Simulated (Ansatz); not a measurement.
Total energies of Al3 (the lowest doublet isomer of a short search) from Ansatz at PBE-D4/def2-TZVP, gas phase (1 Eh = 27.2114 eV = 2625.5 kJ/mol). The reference geometry is relaxed at PBE0-D4/def2-TZVP.

```xyz
3

Al    0.318    0.191   -1.402
Al   -1.357   -0.322    0.398
Al    1.038    0.131    1.004
```

```json
{"state": "charge 0 doublet", "geometry": "reference", "energy (Eh)": "-726.83926"}
{"state": "charge 1 triplet", "geometry": "reference", "energy (Eh)": "-726.59768"}
{"state": "charge 0 quartet", "geometry": "relaxed at PBE0-D4/def2-TZVP", "energy (Eh)": "-726.83159"}
{"state": "free Al atom (doublet)", "geometry": "–", "energy (Eh)": "-242.22759"}
```

Question: Work out the vertical ionisation energy to the triplet.

Answer: E(charge 1 triplet) − E(charge 0 doublet) = -726.59768 − (-726.83926) = 0.24158 Eh = 6.57 eV. For comparison, −ε of the highest occupied level of the spin that leaves is 4.23 eV at this level, 2.34 eV less.

Question: Which of the charge 0 states is lowest, and how far above it are the others?

Answer: The doublet. quartet: -726.83159 − (-726.83926) = 0.00767 Eh = 20.1 kJ/mol.

Question: What is the binding energy per atom against free atoms?

Answer: Atoms: 3 × (-242.22759) = -726.68277 Eh. Binding: -726.68277 − (-726.83926) = 0.15649 Eh = 4.26 eV, or 1.42 eV for each of 3 atoms (no zero-point energy, no counterpoise term).

The structure comes from a short search, and lower isomers may exist.
